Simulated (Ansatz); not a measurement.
Geometry optimisation, RKS revPBE/def2-SVP (Ansatz 0.2.0).

Input file:

```yaml
crystal:
  periodic: [false, false, false]
  atoms:
    - { symbol: S, position_ang: [-0.0495, 1.7375, -0.5859] }
    - { symbol: C, position_ang: [-0.4448, 0.3601, 0.3324] }
    - { symbol: C, position_ang: [-0.62316, 0.48953, 1.79271] }
    - { symbol: S, position_ang: [0.80412, -0.16606, 1.35718] }
    - { symbol: H, position_ang: [-0.0965, 1.1925, -1.824] }
    - { symbol: H, position_ang: [-1.03232, -0.38836, -0.1889] }
    - { symbol: H, position_ang: [-1.37871, -0.12882, 2.30399] }
    - { symbol: H, position_ang: [-0.57811, 1.5256, 2.27206] }
basis:
  gaussian: { orbitals: def2-SVP }
hamiltonian:
  xc: revpbe
relax:
  f_tol: 0.015
  max_steps: 40
```

Command:

```bash
$ ansatz run input.yaml --threads 1 --pin off --max-ram 2048MiB --backend cpu --events-out ev --progress --plain --runs-dir out
```

Q: Where does it end, and by what steps?

A: The run converged. The force dipped under the threshold on the way, but the program's further checks kept it going. After 9 steps the energy has fallen by 1.068 eV; S1 moved furthest, 0.35 Å.

```
step  energy less start (eV)  largest force component (eV/Å)  accepted
   0                  0.0000                           6.940       yes
   1                 -0.7478                           3.408       yes
   2                 -0.9999                           0.865       yes
   3                 -0.8843                           0.873        no
   4                 -1.0636                           0.177       yes
   5                 -1.0578                           0.252        no
   6                 -1.0677                           0.015       yes
   7                 -1.0681                           0.020       yes
   8                 -1.0682                           0.017       yes
   9                 -1.0683                           0.003       yes
```

```xyz
8
Properties=species:S:1:pos:R:3
S -0.373 1.839 -0.675
C -0.507 0.339 0.332
C -0.638 0.522 1.810
S 0.913 -0.313 1.314
H 0.215 1.241 -1.750
H -1.116 -0.456 -0.132
H -1.379 -0.095 2.350
H -0.515 1.545 2.211
```

Whether the end is a true minimum wasn't checked by a vibrational analysis.

The run took 11 s on 1 thread of AMD EPYC 9R45 96-Core Processor (Zen 5) (shared host), peak memory 0.14 GiB.
